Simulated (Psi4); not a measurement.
Process, species as SMILES: C#N (CH-N) → [C-]#[NH+] (C-NH)
B3LYP-D3(BJ)/def2-TZVP geometries, fixed; electronic energies without zero-point terms.

Effect of the integral screening threshold at wB97X-V/def2-TZVP with Psi4, against the last row, where the isomerisation energy is 13.33 kcal/mol.

```json
[
 {"setting": "ints_tolerance: 1e-6", "largest shift of a total energy (mEh)": "0.000", "shift of the isomerisation energy (kcal/mol)": "0.000"},
 {"setting": "ints_tolerance: 1e-8", "largest shift of a total energy (mEh)": "0.000", "shift of the isomerisation energy (kcal/mol)": "0.000"},
 {"setting": "ints_tolerance: 1e-10", "largest shift of a total energy (mEh)": "0.000", "shift of the isomerisation energy (kcal/mol)": "0.000"},
 {"setting": "ints_tolerance: 1e-14", "largest shift of a total energy (mEh)": "0.000", "shift of the isomerisation energy (kcal/mol)": "0.000"}
]
```

Within 0.02 kcal/mol in the isomerisation energy: ints_tolerance: 1e-6; ints_tolerance: 1e-8; ints_tolerance: 1e-10. The largest shift is 0.000 mEh in a total energy and 0.000 kcal/mol in the difference.
